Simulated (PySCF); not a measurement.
# Level sweep

Compound: 1,3-hexadiyne, C6H6.
Bonds: C1–C2 (triple), C2–C3, C3–C4 (triple), C4–C5, C5–C6. Hydrogens: H7 on C1; H8, H9 on C5; H10, H11, H12 on C6.

PySCF, dipoles from the SCF density, polarisabilities from static response with core orbitals frozen. Geometry: PBE0-D3(BJ)/def2-SVP; no solvent, vibrations or thermal averaging.

**Question.** Compare the levels for these properties.

**Answer.** 

| level | μ (D) | α (au) | anisotropy (au) |
| --- | --- | --- | --- |
| CAM-B3LYP/def2-SVPD | 1.313 | 77.54 | 80.70 |
| wB97X-D/def2-SVPD | 1.338 | 77.98 | 80.50 |
| LC-wPBE/def2-SVPD | 1.287 | 74.67 | 76.19 |
| PBE0/6-31G* | 1.222 | 63.68 | 89.71 |
| PBE0/def2-SVP | 1.317 | 67.49 | 88.75 |
| PBE0/def2-TZVP | 1.414 | 76.12 | 88.13 |

The anisotropy is √(½[(α1 − α2)² + (α2 − α3)² + (α3 − α1)²]). The dipole runs from 1.22 D (PBE0/6-31G*) to 1.41 D (PBE0/def2-TZVP).
